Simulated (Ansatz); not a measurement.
Chalcopyrite CdSnAs2 was calculated with PBEsol-D3(BJ) (Ansatz, a quantum-chemistry and plane-wave program, plane waves, PAW).

Numerical settings: plane-wave cutoff 520 eV, 8×8×8 k mesh, Fermi–Dirac smearing 0.01 eV, scalar-relativistic PAW data made under PBE.

Results at a series of volumes:

```csv
V (Å³/atom),E − E_lowest (meV/atom),P (GPa)
25.966,8.70,2.687
26.507,2.08,1.263
27.048,0.00,-0.008
27.589,1.98,-1.142
28.130,7.57,-2.152
```

Estimate the bulk modulus from the pressures at 26.507 and 27.589 Å³/atom, and compare it with a fit to all energies.

B = −V dP/dV. Between V = 26.507 and 27.589 Å³/atom, dP/dV = (-1.142 − (1.263))/(27.589 − 26.507) = -2.22 GPa per Å³/atom; at the midpoint 27.048 Å³/atom this gives B ≈ 60.1 GPa. The third-order Birch–Murnaghan fit gives V0 = 27.045 Å³/atom, B0 = 60.0 GPa, B′ = 4.7, which lies within 1 % of that estimate.

Shape and atoms are relaxed at each volume.

Note: the gap of the solid is closed in this run; the relaxation could not lower the start's symmetry, so the cell can be a saddle point above a distorted one; this level leaves the solid without a gap, although one is measured; the bulk modulus comes from volumes at which shape and atoms were relaxed.

Spin–orbit coupling is not included; it can open a gap where bands touch, and shift volumes and moduli.

The computed numbers hold no vibrational or temperature effects.

It cost roughly 29 core-minutes of CPU time.
